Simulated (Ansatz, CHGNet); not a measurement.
**Energy of grey tin (α-Sn) less that of white tin (β-Sn), by level of theory**

Reference value: -22 meV/atom (measured, 298 K, copied from a table, unchecked, enthalpy difference at 298.15 K and 1 bar, no zero-point or thermal part removed; as tabulated in the CRC Handbook).

```csv
level (code),value (meV/atom)
CHGNet-r²SCAN (CHGNet),14
LDA (Ansatz),20
PBE (Ansatz),…
PBE-D3(BJ) (Ansatz),51
r²SCAN-D4 (Ansatz),-97
```

### Question
Some entries are withheld; supply them.

### Answer

- PBE (Ansatz, a program for electronic structure), value (meV/atom): -41

Differences against the reference: CHGNet-r²SCAN +36 meV/atom, LDA +42 meV/atom, PBE -19 meV/atom, PBE-D3(BJ) +73 meV/atom, r²SCAN-D4 -75 meV/atom.

The best agreement in this table is that of PBE (-19 meV/atom). Farthest off: r²SCAN-D4 (-75 meV/atom). Wrong order of the two phases: CHGNet-r²SCAN, LDA, PBE-D3(BJ).

The measured value isn't corrected to a static lattice, so vibrations enter the comparison.  Each level is taken at its own relaxed cell. Ansatz's density-functional and Hartree–Fock values are scalar-relativistic unless marked +SOC, with PAW data made under PBE.

Machine-learned potentials (CHGNet-r²SCAN) are trained on DFT data, which may include these solids.

Differences are worked out from the printed values.
